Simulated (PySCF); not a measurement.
Match the calculated data to a structure.

| technique | computed result |
| --- | --- |
| Rotational structure | rotational constants A, B, C: 19.666, 2.415, 2.392 GHz [GFN2-xTB] |
| UV, strongest line | among the 8 lowest singlet transitions: S6 at 7.89 eV (157 nm, f = 0.546) [TDDFT PBE0/def2-SVPD] |
| Triplet | lowest triplet excitation (Tamm–Dancoff): 4.36 eV [TDA PBE0/def2-SVPD] |
| UV, first state | lowest singlet excitation: 6.51 eV (191 nm, f = 0.298) [TDDFT PBE0/def2-SVPD] |
| Dipole | 0.13 D [PBE0/def2-SVPD] |
| Polarisability | 63.0 au [PBE0/def2-SVPD] |

Electronic properties: PySCF, gas phase, density fitting. Levels stand in brackets. The structure is a single GFN2-xTB conformer in the gas phase; no vibrational or solvent corrections.

Question: Which candidate is it?
A. `C=CCC=C`
B. `C=C1C[C@@H]1C`
C. `CC=C=CC`

Answer: A. It is `C=CCC=C`. Numbering: `[CH2:1]=[CH:2][CH2:3][CH:4]=[CH2:5]`. Its formula, C5H8, gives 2 degrees of unsaturation: 0 rings and 2 π bonds in the structure found. The optimised geometry has point group C2 and is an asymmetric top.

The others, at the same levels:
- `C=C1C[C@@H]1C` fails: its computed strongest line among the 8 lowest singlet transitions is S4 at 7.38 eV (168 nm, f = 0.210) (against S6 at 7.89 eV), static isotropic polarisability is 60.3 au (against 63.0 au) and rotational constant A is 9.295 GHz (against 19.666 GHz).
- `CC=C=CC` fails: its computed lowest singlet excitation is 5.86 eV (212 nm, f = 0.000) (against 6.51 eV), lowest triplet excitation (Tamm–Dancoff) is 4.56 eV (against 4.36 eV) and static isotropic polarisability is 65.9 au (against 63.0 au).

Each candidate is one conformer, not necessarily the lowest. The conformers computed, where there is a choice (atom-mapped SMILES and torsion angles):
- `[CH2:1]=[CH:2][CH2:3][CH:4]=[CH2:5]`: C1–C2–C3–C4 117°, C2–C3–C4–C5 117°
